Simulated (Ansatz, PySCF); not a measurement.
For rock-salt LiCl, B3LYP (VWN-RPA form) (Ansatz, an electronic-structure program, PAW) gives:

```
Quantity                    Value
-------------------  ------------
lattice parameter a       5.178 Å
bulk modulus             31.5 GPa
cohesive energy      3.30 eV/atom
```

**Question.** What does MP2 (GTH pseudopotentials, Gaussian basis; PySCF) give for the same quantities?

**Answer.** 
- lattice constant a: 5.014 Å (drops by 3.2 %)
- bulk modulus: 40.0 GPa (increases by 27 %)
- cohesive energy: 3.76 eV/atom (grows by 0.46 eV/atom)

For comparison: lattice constant a 5.07 Å (measured, static lattice: zero-point anharmonic expansion removed, our sources range from 5.056 to 5.072; as tabulated in Mejia-Rodriguez and Trickey (2018), arXiv:1807.09216); bulk modulus 38.7 GPa (measured, 0 K value with the zero-point phonon effect removed, our sources range from 37.3 to 38.7; as tabulated in Mejia-Rodriguez and Trickey (2018), arXiv:1807.09216); cohesive energy 3.59 eV/atom (measured, static lattice: zero-point vibration energy added; as tabulated in Mejia-Rodriguez and Trickey (2018), arXiv:1807.09216).

Changes are worked out from the printed values.

Unless a cell is named, each level is at its own relaxed cell (B3LYP (VWN-RPA form) 17.35, MP2 15.75 Å³/atom).

Ansatz's density-functional and Hartree–Fock values are scalar-relativistic unless marked +SOC, with PAW data made under PBE.
